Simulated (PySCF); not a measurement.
**Electron affinity of F by level of theory**

F⁻ [Ne] (1S) → F [He] 2s2 2p5 (2P), as a difference of total energies. Computed with PySCF 2.14 in dyall-av2z, with no relativity, point nucleus. Correlated levels: valence: 1s2 frozen; virtual orbitals above 40 to 60 times the deepest correlated orbital energy dropped. The calculations carry no spin-orbit coupling.

| method | electron affinity (eV) |
| --- | --- |
| UHF | 1.226 |
| LDA | 4.154 |
| PBE | 3.691 |
| PBE0 | 3.275 |
| r2SCAN | 3.350 |
| M06-L | 3.160 |
| BHandHLYP | 2.938 |
| wB97X | 3.420 |
| MN15 | 3.364 |
| MP2 (valence) | 3.539 |
| SCS-MP2 (valence) | 3.355 |

Task: How much does correlation contribute at MP2 (valence)?

Result: 3.539 − (1.226) = 2.313 eV, measured against UHF.

A first-order spin-orbit estimate (lowest level to lowest level, LS coupling) adds -0.017 eV.

Errors of the correlated levels include the incompleteness of this basis and the frozen core.

In the anion the highest occupied orbital energy is positive at LDA, PBE, r2SCAN, M06-L, a self-interaction effect; the basis confines that electron, and the energy difference can still be sensible.

For comparison: 3.401 eV (measured; photodetachment measurements, as compiled on the Wikipedia data page of electron affinities).
